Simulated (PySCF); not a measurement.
**Threshold energies of F2 in a plasma**

PBE in PySCF with def2-TZVPPD on every atom, for the lowest determinant that a PBE0 search found; no spin–orbit coupling.

| species | state (unpaired electrons) | Re (Å) | ωe (cm⁻¹) | energy of the minimum from the neutral (eV) | De (eV) | dissociates to |
| --- | --- | --- | --- | --- | --- | --- |
| F2 | singlet (closed shell) | 1.413 | 995 | 0.00 | 2.28 | F + F |
| F₂⁺ | doublet (π ↑) | 1.316 | 1151 | 15.18 | 4.75 | F⁺ + F |
| F₂⁻ | doublet (σ ↑) | 2.066 | 297 | -3.51 | 2.12 | F + F⁻ |

Problem. Work out the lowest energy to break F2 into atoms, from its vibrational ground state.

Solution. D0 = De − ωe/2 = 2.28 − 0.06 = 2.22 eV (PBE/def2-TZVPPD).

Problem. Work out the ionisation energy of the F atom at this level and the threshold of dissociative ionisation.

Solution. IE(F) = 15.18 + 4.75 − 2.28 = 17.65 eV, so F⁺ + F + e⁻ appears at D0 + IE(F) = 19.87 eV (PBE/def2-TZVPPD). The measured IE(F) is 17.423 eV (NIST ASD).

Problem. Work out the electron affinity of the F atom and the threshold of dissociative attachment.

Solution. EA(F) = 2.28 − 2.12 − (-3.51) = 3.67 eV, so F + F⁻ needs D0 − EA(F) = -1.45 eV (negative: it is exothermic at zero electron energy) (PBE/def2-TZVPPD). The measured EA(F) is 3.401 eV.

Problem. At which energy does ion-pair formation open?

Solution. F⁺ + F⁻ lies at D0 + IE(F) − EA(F) = 16.20 eV (PBE/def2-TZVPPD).

These are thermodynamic thresholds; the onsets seen under electron impact lie higher where the geometry changes, and cross-sections peak well above them.

States were picked by a PBE0 search and need not be the measured ground states.
